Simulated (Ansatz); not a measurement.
**CH₅B (triplet): the correlation ladder at distance B1–H4 along a hydrogen transfer = 1.866 Å, cc-pVDZ**

One table from this session's results is given with a row withheld; the runs are named, their logs left out.

Method: cc-pVDZ, core rule «outside noble gas», up to 2 orbitals frozen; program: Ansatz 0.2.0, Gaussian basis.

Plan: UHF; CCSD(T) on ROHF; CCSD(T) on UHF; BCCD(T) on ROHF; CISD; CCSDT(Q) on ROHF; CCSDT(Q) on UHF; CASSCF and NEVPT2, 4 electrons in 4 orbitals.

7 further runs of the same task are left out: 6 that didn't finish, 1 set aside as unsound or not needed.

### The geometry

The geometry derives from fragments relaxed apart (PBE0/def2-TZVP) and kept rigid, so it is no stationary point. A hydrogen atom is moved between rigid fragments.

7 atoms, charge 0, spin multiplicity 3.

Atoms are counted from 1 here; the program's logs count them from 0.

Bond lengths: B1–H2 1.193 Å, B1–H3 1.193 Å, H4–C5 1.090 Å, C5–H6 1.079 Å, C5–H7 1.079 Å. Angles: H2–B1–H3 120.0°, H4–C5–H6 112.6°, H4–C5–H7 112.6°, H6–C5–H7 134.8°.

Set-up of the first run:

Contents of in.yaml:

```yaml
crystal:
  periodic: [false, false, false]
  atoms:
    - {symbol: B, position_ang: [-1.542491, 0.000000, 0.000000]}
    - {symbol: H, position_ang: [-2.139224, 1.033571, 0.000000]}
    - {symbol: H, position_ang: [-2.139224, -1.033571, 0.000000]}
    - {symbol: H, position_ang: [0.323509, 0.000000, 0.000000]}
    - {symbol: C, position_ang: [1.413509, 0.000000, 0.000000]}
    - {symbol: H, position_ang: [1.827977, 0.000000, 0.996161]}
    - {symbol: H, position_ang: [1.827977, 0.000000, -0.996161]}
basis:
  gaussian: {orbitals: cc-pVDZ}
magnetization: {spin_polarized: true, initial_magnetization: 2}
hamiltonian: {xc: hf}
output: {orbitals: {seedname: orbitals}}
```

Started as:

```sh
ansatz run in.yaml --threads 1 --pin off --events-out ev --progress --plain --max-ram 2393MiB
```

Among the steps run: UHF; CCSD(T) on ROHF; CCSD(T) on UHF; BCCD(T) on ROHF; CISD; CCSDT(Q) on ROHF; CCSDT(Q) on UHF; CASSCF and NEVPT2, 4 electrons in 4 orbitals.

One table of the session follows, with a row left open; its other results are not shown here.

| method | from UCCSDT(Q) (kJ/mol) |
| --- | --- |
| ROHF | ? |
| UHF | +649.4 |
| RMP2 | +126.8 |
| UMP2 | +126.8 |
| CISD | +62.8 |
| RCCSD | +14.6 |
| UCCSD | +14.4 |
| RCCSD(T) | +2.8 |
| UCCSD(T) | +2.8 |
| BCCD(T) | +2.8 |
| RCCSDT | +0.5 |
| UCCSDT | +0.5 |
| RCCSDT(Q) | +0.1 |
| UCCSDT(Q) | 0 |

**Question.** Estimate the row for ROHF.

As computed: from UCCSDT(Q) (kJ/mol): +668.6. In the column «from UCCSDT(Q) (kJ/mol)» it is the highest.

Left out of the table: CASSCF pair, NEVPT2 pair (the active space lost an orbital or holds another state than full CI finds).

To keep in mind: Restricted and unrestricted rows rest on different reference determinants; where their highest levels disagree by more than a few hundredths of an eV, they describe different states and don't form one ladder. Warnings in the runs' records: passed over end.
